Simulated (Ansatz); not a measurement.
Born–Oppenheimer molecular dynamics of AlFH3N (6 atoms, charge 0, multiplicity 1). It starts at the highest image of a converged band. Of that band: Neighbouring images differ by up to 1.4 eV, so the band resolves the path poorly. A vibrational analysis at the climbing image gives one clearly imaginary mode, 1277i cm⁻¹: a first-order saddle point.

All numbers below come from RKS B3LYP/def2-mTZVP (Ansatz 0.2.0).

```
ensemble                      : NVE (velocity Verlet)
time step                     : 0.5 fs
steps asked                   : 200
starting velocities drawn for : 300 K
seed                          : 6070
```

First frame:

```xyz
6
Properties=species:S:1:pos:R:3
Al -0.359 -0.317 0.525
H 1.276 -0.111 1.106
F 1.358 0.395 0.006
N -1.498 -0.051 -0.815
H -2.474 -0.318 -0.835
H -1.245 0.402 -1.687
```

Question: What does the run give?

Answer: All steps were run.

```
steps done                                               : 200
time covered                                             : 100 fs
mean temperature over the second half                    : 3137 K
spread of the potential energy over the second half      : 125.0 meV per atom
mean potential energy of the second half above the start : -244.6 meV per atom
```

The conserved energy stayed within 0.9 meV per atom of its start (net change -0.31 meV per atom), so the integration is sound. The kinetic energy rose, since the run started high on the potential surface and went downhill. A run of 0.1 ps of so small a system gives no equilibrium averages. The orbitals stay closed-shell, which can raise the energy where a bond breaks towards radicals; this wasn't checked here.

Question: What happens to the structure?

Answer: Between its relaxed ends the band would form H2–F3 and break Al1–H2, Al1–F3. These pairs go: H2–F3 1.21 → 3.36 Å, Al1–H2 1.75 → 1.61 Å, Al1–F3 1.93 → 1.78 Å. In the last frame they stand as before the step (other bonds may differ from the relaxed reactants and products). These pairs come and go: their bonding changes 8 times, last at 97 of 100 fs, so the outcome isn't settled. It ends as one piece, AlFH3N. Pairs count as bonded within 1.25 times the sum of covalent radii (0.12 Å more for H–H). The details hang on the random start.

Question: How do temperature and energy run in time?

Answer: 
```
time (fs)  T (K)  potential energy less start (eV)  conserved less start (meV/atom)
        0    300                             0.000                             0.00
        5    317                            -0.009                             0.05
       10   1189                            -0.459                             0.14
       15   4052                            -1.941                            -0.22
       20   5407                            -2.642                            -0.28
       25   3878                            -1.851                            -0.07
       30   2603                            -1.191                             0.01
       35   2093                            -0.928                            -0.19
       40   3797                            -1.812                            -0.63
       45   3508                            -1.658                             0.08
       50   2424                            -1.097                             0.20
       55   4438                            -2.140                            -0.12
       60   3539                            -1.674                             0.05
       65   2305                            -1.038                            -0.25
       70   1153                            -0.440                             0.20
       75   3098                            -1.446                             0.04
       80   5846                            -2.870                            -0.49
       85   4750                            -2.302                            -0.26
       90   2030                            -0.894                             0.11
       95   1432                            -0.585                             0.12
      100   3541                            -1.677                            -0.31
```

Time of the run: 4.5 min on 1 thread of Intel(R) Xeon(R) Platinum 8488C (Sapphire Rapids), with other jobs on the host, peak memory 0.13 GiB.
